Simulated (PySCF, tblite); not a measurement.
# 5-methylisoxazole: geometry, infrared bands, NMR shifts and spin-spin couplings

Wanted: the infrared bands, NMR shifts and spin-spin couplings of 5-methylisoxazole (`Cc1ccno1`), by calculation.

Computed with tblite 0.8.0 and PySCF 2.14.0, with density-fitted response routines of our own, on a single molecule in the gas phase. Atoms count from 0, in the outputs and in this text.

**1. The molecule as given**

11 atoms, charge 0, multiplicity 1; geometry from: force field or distance geometry start.

Bonds of the start (Å): C0–C1 1.46, C1–C2 1.38, C2–C3 1.39, C3–N4 1.35, N4–O5 1.39, O5–C1 1.37, C0–H6 1.10, C0–H7 1.10, C0–H8 1.09, C2–H9 1.08, C3–H10 1.08.

**2. Optimising the geometry with GFN2-xTB**

Job settings and geometry (Å):

```
{"job": {"kind": "relax", "xc": "GFN2-xTB", "basis": "xTB"}, "charge": 0, "multiplicity": 1}
C     -1.712900    -0.015500     0.023000
C     -0.258100    -0.124200     0.021700
C      0.790300     0.744400    -0.182700
C      1.932800    -0.031600    -0.026800
N      1.636800    -1.307800     0.287600
O      0.248100    -1.361600     0.308600
H     -2.032700     1.013200    -0.213500
H     -2.126400    -0.273900     1.006800
H     -2.150400    -0.683800    -0.725400
H      0.709000     1.796100    -0.424600
H      2.969100     0.247300    -0.100700
```

Command:

```
OMP_NUM_THREADS=1 python probes_run.py task.json out
```

This one command runs all jobs of the session in turn.

**Question.** This job is followed by: GFN2-xTB harmonic vibrations, gas phase; GIAO PBE0/pcSseg-1 NMR shielding, non-relativistic, gas phase; B3LYP/pcJ-1 indirect spin-spin coupling, non-relativistic, gas phase. Predict these results of the whole session: strongest single infrared mode (GFN2-xTB); zero-point energy (GFN2-xTB); 13C shifts against TMS (PBE0/pcSseg-1); 1H shifts against TMS (PBE0/pcSseg-1, means over atoms taken as alike); 15N shifts against NH3 (PBE0/pcSseg-1); 17O shifts against H2O (PBE0/pcSseg-1); largest coupling of the table (B3LYP/pcJ-1).

The runs gave:

```
                                                              quantity                          value
                             strongest single infrared mode (GFN2-xTB)           1480 cm⁻¹, 69 km/mol
                                          zero-point energy (GFN2-xTB)                  52.6 kcal/mol
                                13C shifts against TMS (PBE0/pcSseg-1)  176.4, 153.7, 108.6, 14.7 ppm
1H shifts against TMS (PBE0/pcSseg-1, means over atoms taken as alike)           8.16, 6.11, 2.63 ppm
                                15N shifts against NH3 (PBE0/pcSseg-1)                      422.2 ppm
                                17O shifts against H2O (PBE0/pcSseg-1)                      410.9 ppm
                           largest coupling of the table (B3LYP/pcJ-1)       1J(C,H) C3–H10, 196.3 Hz
```

**Reading.** Relaxing lowered the energy by 0.128 eV in 18 steps; the close pair that moved most is C3–N4, from 1.347 to 1.303 Å. All 27 modes are real, so the xTB geometry is a minimum. The strongest single mode, at 1480 cm⁻¹, is carried by C3, N4, C1. Unscaled tight-binding wavenumbers are off by several per cent, some by more. Its intensities can rank the bands wrongly. At PBE0/pcSseg-1: Shielding is most anisotropic at N4 (span 456 ppm, paramagnetic term -473 ppm). NICS(1)zz of -27 ppm above the planar ring from C1 marks a diatropic (aromatic) ring current. Of the pairs tabulated at B3LYP/pcJ-1, C3–H10 couples most strongly (196.3 Hz; Fermi contact 195.5 Hz).
